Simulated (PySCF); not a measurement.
## Electronic absorption of C3H3F3

C₃H₃F₃.
SMILES: `F/C=C(/F)CF`

The calculation used TDDFT CAM-B3LYP/def2-SVPD, vertical, gas phase, core orbitals frozen in the response in PySCF. One conformer (not necessarily the lowest) at the PBE0-D3(BJ)/def2-SVP geometry, without solvent, vibrations or thermal averaging. Torsions of this conformer, `[F:1]/[CH:2]=[C:3](/[F:4])[CH2:5][F:6]`: C2–C3–C5–F6 115°.

```tsv
state	λ (nm)	E (eV)	f	main configurations (H = HOMO, L = LUMO)
S1	176.6	7.02	0.316	H→L (90%)
S2	172.0	7.21	0.029	H→L+1 (63%), H→L+2 (20%)
S3	161.8	7.66	0.031	H→L+2 (43%), H→L+1 (29%), H→L+3 (19%)
S4	151.0	8.21	0.0001	H-1→L (92%)
S5	149.1	8.32	0.0009	H→L+3 (68%), H→L+2 (20%)
S6	142.3	8.71	0.0009	H-2→L (96%)
S7	137.9	8.99	0.0089	H→L+4 (92%)
S8	132.1	9.39	0.014	H→L+5 (77%)
S9	130.5	9.50	0.011	H→L+6 (76%)
S10	127.4	9.73	0.0051	H-3→L (75%)
```

Triplets, Tamm–Dancoff:

```json
{"state": "T1", "E (eV)": "4.10", "λ (nm)": "302.4", "main configurations (H = HOMO, L = LUMO)": "H→L (89%)"}
{"state": "T2", "E (eV)": "6.84", "λ (nm)": "181.2", "main configurations (H = HOMO, L = LUMO)": "H→L+1 (37%), H→L+2 (35%), H→L+3 (8%)"}
{"state": "T3", "E (eV)": "7.37", "λ (nm)": "168.2", "main configurations (H = HOMO, L = LUMO)": "H→L+1 (54%), H→L+2 (21%), H→L+3 (14%)"}
{"state": "T4", "E (eV)": "7.80", "λ (nm)": "159.0", "main configurations (H = HOMO, L = LUMO)": "H-1→L (91%)"}
```

The lowest singlet lies at 7.02 eV (177 nm, vacuum ultraviolet) and is strong; its leading configuration is HOMO→LUMO (90%). The lowest level is also the most intense of those listed (f = 0.316). Löwdin shares by element: HOMO carbon 62% or more, fluorine 30% or more; LUMO carbon 67%, fluorine 8% or more (atoms not listed hold the other 25%). The listed states span 2.71 eV, and the widest gap between neighbours is 0.55 eV (S3 to S4). Of the 10 states listed, 5 reach f = 0.01 and 1 stays under 0.0005. Weighted by f, the mean energy of these states is 7.31 eV. All these states lie below the vertical ionisation energy of 10.42 eV (ΔSCF). Singlets were solved by full linear response, triplets in the Tamm–Dancoff approximation.
